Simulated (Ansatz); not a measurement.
Basis sets over 8 cases of the optimised length of bonds between heavy atoms at HF with Ansatz (elements up to F), each against its own reference: (a) the value in aug-pcseg-3; (b) the value in def2-QZVPPD; (c) the value in pcseg-4 (pcseg sets are built for DFT). By their distance from other large sets or by the extrapolation step the references are unsure by up to roughly 0.0004 Å. Each level at its own minimum; unrestricted open shells; no added dispersion term; no relativity. Cartesian d functions in some cases of 6-31+G*. 

Cases are drawn at random; left out are references unsure by over 0.0033 Å, doubtful singlets, and cases whose largest runs show a restricted determinant unstable towards unrestricted orbitals, <S^2> over 0.1 too high or, where CCSD(T) ran, T1 over 0.025 (0.045 for open shells). Sets are drawn from those converged to one state in every case.

Cases (SMILES) and reference values:
- C(=[N])=O, doublet, one N-C bond length: 1.2091 Å (b)
- OO (H2O2), one O-O bond length: 1.3841 Å (b)
- F[CH2] (CH2-F), doublet, one C-F bond length: 1.3213 Å (b)
- N#C (CH-N), one C-N bond length: 1.1231 Å (a)
- C(=[N])=O, doublet, one C-O bond length: 1.1457 Å (b)
- O=[CH] (CH-O), doublet, one C-O bond length: 1.1484 Å (a)
- C#C (C2H2), one C-C bond length: 1.1792 Å (b)
- N#N (N2), one N-N bond length: 1.0652 Å (c)

| basis | functions over def2-SVP (largest species, mean of cases) | mean signed deviation (Å) | mean absolute | largest | within 0.01 Å |
|---|---|---|---|---|---|
| def2-SV(P) | 0.9 | 0.0047 | 0.0052 | 0.0110 | 7 of 8 |
| def2-SVP | 1.0 | 0.0047 | 0.0053 | 0.0112 | 7 of 8 |
| pcseg-1 | 1.0 | 0.0076 | 0.0076 | 0.0155 | 6 of 8 |
| 6-31+G* | 1.2 | 0.0104 | 0.0104 | 0.0131 | 3 of 8 |
| def2-SVPD | 1.5 | 0.0053 | 0.0063 | 0.0110 | 7 of 8 |
| 6-311++G(2d,2p) | 1.9 | 0.0019 | 0.0019 | 0.0038 | 8 of 8 |
| def2-TZVP | 2.1 | 0.0012 | 0.0012 | 0.0023 | 8 of 8 |
| pcseg-2 | 2.2 | 0.0009 | 0.0010 | 0.0026 | 8 of 8 |
| jun-cc-pV(T+d)Z | 2.8 | 0.0017 | 0.0017 | 0.0023 | 8 of 8 |
| def2-TZVPPD | 2.8 | 0.0011 | 0.0011 | 0.0015 | 8 of 8 |
| 6-311++G(3df,3pd) | 2.9 | 0.0002 | 0.0009 | 0.0018 | 8 of 8 |
| cc-pVQZ | 4.2 | 0.0002 | 0.0003 | 0.0007 | 8 of 8 |
| def2-QZVPP | 4.3 | 0.0001 | 0.0001 | 0.0003 | 8 of 8 |
| pcseg-3 | 4.6 | -0.0002 | 0.0002 | 0.0007 | 8 of 8 |

Among the sets for which every case ran a larger relative (same family, alike in diffuse functions, listed or not), the smallest listed that holds all cases within 0.01 Å together with them is 6-311++G(2d,2p), at 1.9 times the functions of def2-SVP. Inside, though some case ran no larger relative to test it: 6-311++G(3df,3pd), cc-pVQZ, def2-QZVPP, pcseg-3. Largest deviations of relatives not listed, over the cases that ran them: def2-TZVPP 0.0023, aug-cc-pVTZ 0.0026, def2-QZVP 0.0003, cc-pV5Z 0.0002, def2-QZVPPD 0.0002, pcseg-4 0.0000, aug-cc-pVQZ 0.0004 Å. A case lies within its reference's uncertainty of the window's edge in pcseg-1, 6-31+G*. These figures hold for the cases listed.

Ansatz is a quantum-chemistry and plane-wave program.
